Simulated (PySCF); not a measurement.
Molecule: SMILES C(/C(=C)Cl)=C/C, C5H7Cl.

Molfile (atoms numbered from 1):
```
C5H7Cl
     RDKit          3D

 13 12  0  0  0  0  0  0  0  0999 V2000
    2.7754   -0.2096    0.2367 C   0  0  0  0  0  0  0  0  0  0  0  0
    1.4703   -0.4941    0.3624 C   0  0  0  0  0  0  0  0  0  0  0  0
    1.0116   -1.8123    1.4105 Cl  0  0  0  0  0  0  0  0  0  0  0  0
    0.4246    0.2438   -0.3353 C   0  0  0  0  0  0  0  0  0  0  0  0
   -0.9152    0.1184   -0.3298 C   0  0  0  0  0  0  0  0  0  0  0  0
   -1.7969   -0.8405    0.4097 C   0  0  0  0  0  0  0  0  0  0  0  0
    3.0882    0.6099   -0.4136 H   0  0  0  0  0  0  0  0  0  0  0  0
    3.5389   -0.7771    0.7691 H   0  0  0  0  0  0  0  0  0  0  0  0
    0.8394    1.0353   -0.9680 H   0  0  0  0  0  0  0  0  0  0  0  0
   -1.4373    0.8367   -0.9711 H   0  0  0  0  0  0  0  0  0  0  0  0
   -2.8533   -0.6385    0.1874 H   0  0  0  0  0  0  0  0  0  0  0  0
   -1.5849   -1.8856    0.1376 H   0  0  0  0  0  0  0  0  0  0  0  0
   -1.6569   -0.7715    1.4989 H   0  0  0  0  0  0  0  0  0  0  0  0
  1  2  2  0
  2  3  1  0
  2  4  1  0
  4  5  2  0
  5  6  1  0
  1  7  1  0
  1  8  1  0
  4  9  1  0
  5 10  1  0
  6 11  1  0
  6 12  1  0
  6 13  1  0
M  END
```

Geometry PBE0-D3(BJ)/def2-SVP throughout; GIAO in PySCF 2.14.0 with density-fitted response routines, gas phase, one conformer, non-relativistic; equivalent atoms averaged; functional PBE0.

For orientation, def2-SVP gives these absolute shieldings σ: C2 48.0, C4 67.2, C1 77.8, C6 178.8, Cl3 760.9, H10 25.78, H8 26.16, H7 26.27, H11/H12/H13 29.39 ppm.

A run gave: C2 35.0, C4 54.0, C1 65.9, C6 170.6, Cl3 702.4, H10 25.60, H8 26.13, H7 26.22, H11/H12/H13 29.35 ppm (absolute shieldings σ).

Which basis set was used in that run?
A. 6-31G*
B. 6-311+G(2d,p)
C. 6-31G
D. def2-TZVP
E. STO-3G

Results:

B. Cl3 tells them apart best: 6-311+G(2d,p) gives 702.4, 6-31G gives 763.2, STO-3G gives 935.1, 6-31G* gives 751.7, def2-TZVP gives 684.4 ppm.
